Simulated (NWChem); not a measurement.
Correlation energy of S (+1)

SMILES: [S+]
```xyz
1

S      0.0000     0.0000     0.0000
```
Charge +1, spin multiplicity 4.

Everything below was run with NWChem.

Basis set: def2-QZVP. Each correlation energy counts from its own Hartree-Fock reference.

The correlated methods keep 5 core orbitals frozen. No SCF solution was tested for a lower state. Open-shell Hartree-Fock references start from PBE0 orbitals. No row is a measurement; the coupled-cluster row has its own basis-set and correlation limits.

**Question.** One of these methods gave a correlation energy of -97.0 mHa. Which?
(A) SCS-UMP2
(B) CCSD[T] on ROHF
(C) UMP2
(D) CCSD on ROHF

**Answer.** C, UMP2. The others give -94.3 (SCS-UMP2), -115.0 (CCSD on ROHF), -119.7 (CCSD[T] on ROHF).
